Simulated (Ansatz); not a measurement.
# Si₂H₄ (triplet): from Hartree-Fock to the top rungs, cc-pVDZ

An exercise on one series of results from a longer session: the logs are not shown, and one member is left open.

Program: Ansatz 0.2.0, Gaussian basis. Level of theory: cc-pVDZ, core rule «outside noble gas», up to 10 orbitals frozen. These are calculated values, not measurements.

To be run: UHF; CCSD(T) on ROHF; CCSD(T) on UHF; BCCD(T) on ROHF; CISD; CCSDT(Q) on ROHF; CCSDT(Q) on UHF; CASSCF and NEVPT2, 10 electrons in 10 orbitals.

26 further runs of the same task are left out: 10 that didn't finish, 16 set aside as unsound or not needed.

### The system

The geometry is a PBE0/def2-TZVP stationary point (not a proven minimum).

6 atoms, charge 0, spin multiplicity 3.

Atoms are counted from 1 here; the program's logs count them from 0.

Bond lengths: Si1–Si2 2.317 Å, Si1–H3 1.489 Å, Si1–H4 1.485 Å, Si1–H5 1.489 Å, Si2–H6 1.492 Å. Angles: Si2–Si1–H3 111.5°, Si2–Si1–H4 106.9°, Si2–Si1–H5 111.5°, H3–Si1–H4 109.1°, H3–Si1–H5 108.6°, H4–Si1–H5 109.1°, Si1–Si2–H6 122.5°.

Set-up of the first run:

The input, in.yaml:

```yaml
crystal:
  periodic: [false, false, false]
  atoms:
    - {symbol: Si, position_ang: [0.000000, -0.042283, 1.106932]}
    - {symbol: Si, position_ang: [0.000000, 0.087730, -1.206301]}
    - {symbol: H, position_ang: [1.209065, -0.747364, 1.613865]}
    - {symbol: H, position_ang: [0.000001, 1.352573, 1.617487]}
    - {symbol: H, position_ang: [-1.209066, -0.747363, 1.613865]}
    - {symbol: H, position_ang: [-0.000001, -1.124200, -2.076363]}
basis:
  gaussian: {orbitals: cc-pVDZ}
magnetization: {spin_polarized: true, initial_magnetization: 2}
hamiltonian: {xc: hf}
output: {orbitals: {seedname: orbitals}}
```

Launch:

```
$ ansatz run in.yaml --threads 1 --pin off --events-out ev --progress --plain --max-ram 2393MiB
```

Among the steps run: UHF; CCSD(T) on ROHF; CCSD(T) on UHF; BCCD(T) on ROHF; CISD; CCSDT(Q) on ROHF; CCSDT(Q) on UHF; CASSCF and NEVPT2, 10 electrons in 10 orbitals.

One table of the session follows, with a row left open; its other results are not shown here.

```
   method  from UCCSDT(Q) (meV)
     ROHF               +6082.2
      UHF                     ?
     RMP2               +1369.0
     UMP2               +1365.6
     CISD                +674.4
    RCCSD                +187.3
    UCCSD                +185.4
 RCCSD(T)                 +40.0
 UCCSD(T)                 +39.5
  BCCD(T)                 +39.2
   RCCSDT                  +6.3
   UCCSDT                  +6.0
RCCSDT(Q)                  +0.5
UCCSDT(Q)                     0
```

Q: Estimate the row for UHF from the others.

The run gave: from UCCSDT(Q) (meV): +6007.6. In the column «from UCCSDT(Q) (meV)» it lies between RMP2 (+1369.0) and ROHF (+6082.2).

Left out of the table: CASSCF frontier, NEVPT2 frontier (the active space lost an orbital or holds another state than full CI finds).

Limits of these values: Restricted and unrestricted rows rest on different reference determinants; where their highest levels disagree by more than a few hundredths of an eV, they describe different states and don't form one ladder. Warnings in the runs' records: passed over end.
